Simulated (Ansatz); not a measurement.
**W, bcc: how the functional moves the structure**

All rows: Ansatz, plane waves with scalar-relativistic PAW, 420 eV (500 eV for the SCAN forms), relaxed under each functional, no dispersion correction, no zero-point motion. B₀ comes from uniform scaling at fixed shape; a dash is a value not given.

The measured cell (COD entry 9008558) has a = 3.165 Å, 15.85 Å³/atom.

```csv
functional,V (Å³/atom),cell,B₀ (GPa),magnetic state
PBE,16.14,a = 3.184 Å,303,spin not included
r²SCAN,15.92,a = 3.170 Å,319,spin not included
PBEsol,15.70,a = 3.155 Å,323,spin not included
LDA,15.41,a = 3.135 Å,335,spin not included
RPBE,16.35,a = 3.198 Å,293,spin not included
BLYP,16.69,a = 3.220 Å,274,spin not included
```

Problem. What does revPBE give?

Solution. V (Å³/atom): 16.29; cell: a = 3.194 Å; B₀ (GPa): 296; magnetic state: spin not included.

Problem. Which functional comes closest to the measured volume?

Solution. r²SCAN, off by 0.5 %. The measured value holds thermal expansion and zero-point motion, which the calculations lack.
